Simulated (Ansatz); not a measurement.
Input file:

```yaml
crystal:
  periodic: [false, false, false]
  atoms:
    - {symbol: C, position_ang: [0.000000, 0.000000, 0.878425]}
    - {symbol: B, position_ang: [0.000000, 0.000000, -0.458675]}
    - {symbol: Ge, position_ang: [0.000000, 0.000000, -2.370375]}
    - {symbol: H, position_ang: [0.000000, 0.000000, 1.950625]}
basis:
  gaussian: {orbitals: cc-pVDZ}
magnetization: {spin_polarized: true, initial_magnetization: 0}
hamiltonian: {xc: {name: wB97M-V}}
output: {forces: true, orbitals: {seedname: orbitals}}
```

```sh
$ ansatz run in.yaml --threads 1 --pin off --events-out ev --progress --plain --max-ram 2393MiB
```

Log:

```
  # Of w^i u^j: cxij and so on, Table III.
  gx(w, u) = 1 - cx + cx01*u + cx10*w
  gss(w, u) = css00 + css04*u^4 + css10*w + css20*w^2 + css43*w^4*u^3
  gos(w, u) = cos00 + cos10*w + (cos20 + cos21*u)*w^2 + (cos60 + cos61*u)*w^6
      + integral(e_c_pw_mod_opposite_spin*gos(b97_w_opposite, b97_u_opposite)) + vv10(b, c)
639 factors; integrals over basis functions are off by at most 1.3e-3 eV
184 factors; integrals over basis functions are off by at most 8.1e-6 eV
mean field evaluation 1: about -58230.6994 eV, gradient 3.4e1 eV
mean field evaluation 2: about -58193.9882 eV, gradient 7.0e1 eV
mean field evaluation 4: about -58238.8368 eV, gradient 2.6e0 eV
mean field evaluation 8: about -58238.9041 eV, gradient 9.9e-2 eV
mean field evaluation 16: about -58238.9043 eV, gradient 3.4e-5 eV
mean field evaluation 32: about -58238.9250 eV, gradient 2.0e-5 eV
mean field -58238.92498909 eV, -2140.2410175878 hartree, gradient 5.3e-7 eV, S^2 0.274474; 4 other end points of the search recorded, 0 dependent functions left out
the calculation of the forces begins
reference -58238.92502148 eV, -2140.2410187783 hartree; 22, 22 occupied and 38, 38 virtual orbitals, 639 factors
Total energy: -58238.92502148 eV, -2140.2410187783 hartree
Atom 0 at     0.000000     0.000000     0.878425 Å, force     0.000000     0.000000     0.313151 eV/Å
Atom 1 at     0.000000     0.000000    -0.458675 Å, force    -0.000000     0.000000    -0.760293 eV/Å
Atom 2 at     0.000000     0.000000    -2.370375 Å, force    -0.000000    -0.000000     0.128049 eV/Å
Atom 3 at     0.000000     0.000000     1.950625 Å, force    -0.000000    -0.000000     0.319094 eV/Å
Dipole moment:     0.000000     0.000000    -0.242253 e Å
```

Forces (eV/Å):
```
C    0.000  0.000  0.313
B    0.000  0.000 -0.760
Ge   0.000  0.000  0.128
H    0.000  0.000  0.319
```

Ran on 1 thread of Arm Neoverse V2, shared host: 39 s wall, 0.26 GiB peak host memory.
